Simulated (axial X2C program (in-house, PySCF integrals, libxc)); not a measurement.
## Potential curves of BF⁻, two-component

All values were computed with an in-house all-electron X2C program for linear molecules (integrals from PySCF). Two-component (2c) means X2C with spin–orbit coupling and atomic mean-field two-electron Coulomb and Gaunt terms. Basis: F dyall-av3z [7s6p3d2f], B dyall-av3z [8s7p3d2f] (cores contracted in-house); Gaussian nuclei, density fitting, unrestricted open shells. Masses: F 18.998 u, B 11.009 u.

State: Ω = 1/2 (⟨Sz⟩ = -0.50, ⟨Lz⟩ = 1.00 at HF). Energies in eV from the fragments at the same level (F- + B). Fits are polynomials in 1 − R0/R over 0.85 to 1.23 times the lowest point R0.

```tsv
R (Å)	CCSD	MP2	PBE0	BLYP
1.1284		-2.9969	-3.3881	-2.9638
1.1803	-3.4766	-3.4650	-3.8477	-3.4735
1.2192	-3.6683	-3.6553	-4.0391	-3.7014
1.2581	-3.7585	-3.7434	-4.1339	-3.8311
1.2970	-3.7724	-3.7544	-4.1560	-3.8857
1.3424	-3.7195	-3.6971	-4.1147	-3.8789
1.3878	-3.6174	-3.5901	-4.0226	-3.8172
1.4462	-3.4477	-3.4187	-3.8560	-3.6839
1.5175		-3.2394	-3.6126	-3.4731
1.6212			-3.2333	-3.1280
```

Correlated methods: 11 electrons correlated (number of frozen shells: F 1 s; B 1 s), 205 virtual spin orbitals or spinors in MP2.

The state is one determinant whose occupation by symmetry is held fixed; it was picked as the lowest of a PBE0 search that is not exhaustive. De is counted from the lowest determinant-based energies of the atoms at the same level, without counterpoise correction. Density functionals use the spin component along the axis (collinear). CCSD ran in a truncated set of natural virtual spinors with an MP2 remainder; without triples it tends to underbind. The highest occupied level is positive at some bond lengths even in Hartree–Fock (under at least one Hamiltonian), so the basis set holds the extra electron there; where that holds at Re the anion is at best weakly bound and its constants depend on the basis. The 2c atoms are single determinants rather than J levels; their spin–orbit lowering is only partly caught, and De is too large by that part. This holds for PBE0, BLYP. PBE0 can misorder states that lie within some tenths of an eV, so this need not be the ground state of the molecule. The nearest other 2c determinant of the search, Ω = 3/2, lies 0.00 eV up at the distance of the search. Without a current term, density functionals place determinants with orbital angular momentum somewhat too high. Some points did not converge and are left out. Coupled cluster ran on the points near the minimum only. MP2 and coupled cluster on one determinant become unreliable at the stretched end.

(1) What are Re, ωe and De at the CCSD level?

(2) Fit the MP2 curve near its minimum: give the equilibrium distance, the harmonic wavenumber and the well depth.

(3) Fit the PBE0 curve near its minimum: give the equilibrium distance, the harmonic wavenumber and the well depth.

(4) Fit the BLYP curve near its minimum: give the equilibrium distance, the harmonic wavenumber and the well depth.

Answers

(1) At CCSD, 2c: Re = 1.286 Å, ωe ≈ 1250 cm⁻¹, De = 3.77 eV to F- + B; Be follows as 1.46 cm⁻¹.

(2) At MP2, 2c: Re = 1.284 Å, ωe ≈ 1270 cm⁻¹, De = 3.76 eV to F- + B; Be follows as 1.47 cm⁻¹.

(3) At PBE0, 2c: Re = 1.292 Å, ωe ≈ 1200 cm⁻¹, De = 4.16 eV to F- + B; Be follows as 1.45 cm⁻¹.

(4) At BLYP, 2c: Re = 1.314 Å, ωe ≈ 1130 cm⁻¹, De = 3.89 eV to F- + B; Be follows as 1.4 cm⁻¹.
